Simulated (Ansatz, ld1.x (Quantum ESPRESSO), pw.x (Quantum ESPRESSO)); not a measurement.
**pw.x on bcc S: one setting changed**

Potential: norm-conserving Troullier–Martins (Kleinman–Bylander form), ld1.x (Quantum ESPRESSO) 7.5, PBEsol; core [Ne], reference 3s2 3p2.5; waves: 3p (bound): rc 1.64 bohr; 3d channel at 0.05 Ry: rc 1.58 bohr; 3s (bound): rc 1.20 bohr; local part: the s channel; core correction: a·sin(br)/r model core inside 1.05 bohr.

The reference run (k-mesh 15³, cutoffs 135/540 Ry, Fermi–Dirac 0.01 Ry, mixing_beta 0.4, conv_thr 1e-9, no spin) gives 0.37 GPa at 14.840 Å³/atom, where all-electron LAPW gives 0.59 GPa. This run, with its own iteration cap, changes ecutwfc (ecutrho with it) to 3, a wrong or extreme entry chosen on purpose.

```
&control
  calculation='scf', prefix='x', pseudo_dir='./', outdir='./tmp', tstress=.true., disk_io='none'
/
&system
  ibrav=0, nat=1, ntyp=1, ecutwfc=3, ecutrho=12, nbnd=10,
  occupations='smearing', smearing='fd', degauss=0.01
/
&electrons
  conv_thr=1e-09, mixing_beta=0.4, electron_maxstep=70
/
ATOMIC_SPECIES
S 1.0 S.UPF
CELL_PARAMETERS angstrom
  -1.54807253 1.54807253 1.54807253
  1.54807253 -1.54807253 1.54807253
  1.54807253 1.54807253 -1.54807253
ATOMIC_POSITIONS crystal
S 0.0000 0.0000 0.0000
K_POINTS automatic
15 15 15 0 0 0
```

```bash
pw.x < S.scf.in > S.scf.out
```

Q: How does the run end?

A: It stops with "memory_report: more bands than PWs!".

```
Message from routine setup:
     using ibrav=0 with symmetry is DISCOURAGED, use correct ibrav instead
     lattice parameter (alat)  =       5.0670  a.u.
     unit-cell volume          =     100.1453 (a.u.)^3
     number of electrons       =         6.00
     number of Kohn-Sham states=           10
     kinetic-energy cutoff     =       3.0000  Ry
     charge density cutoff     =      12.0000  Ry
     scf convergence threshold =      1.0E-09
     Exchange-correlation= PBESOL
     number of k points=   120  Fermi-Dirac smearing, width (Ry)=  0.0100
     Error in routine memory_report (1):
     more bands than PWs!
```
